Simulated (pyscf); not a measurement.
Thermochemistry of product channels of H₃C–O⁻ on the singlet surface, in eV, from ωB97M-D3(BJ)/def2-TZVPD energies (ideal gas, 1 atm, RRHO with modes under 100 cm⁻¹ raised to 100, one conformer, R ln 2 for chiral ones without a mode under 150 cm⁻¹). Structures and frequencies: ωB97X-D3(BJ)/def2-SVPD in PySCF.

| products | ΔE | ΔH(298 K) | ΔG(600 K) | ΔG(1200 K) |
|---|---|---|---|---|
| HC⁻=O + hydrogen (H₂) | +1.84 | +1.53 | +0.69 | ___ |
| H₂C⁻–OH | ___ | +1.44 | +1.34 | +1.20 |

Task: What belongs in the gaps?

Result: 
- HC⁻=O + hydrogen (H₂), ΔG(1200 K): -0.23
- H₂C⁻–OH, ΔE: +1.43

The channel to HC⁻=O + H₂ turns favourable between 298 and 1200 K (ΔG from +1.13 eV to -0.23 eV).

These are energies of the channels, which say nothing of barriers.
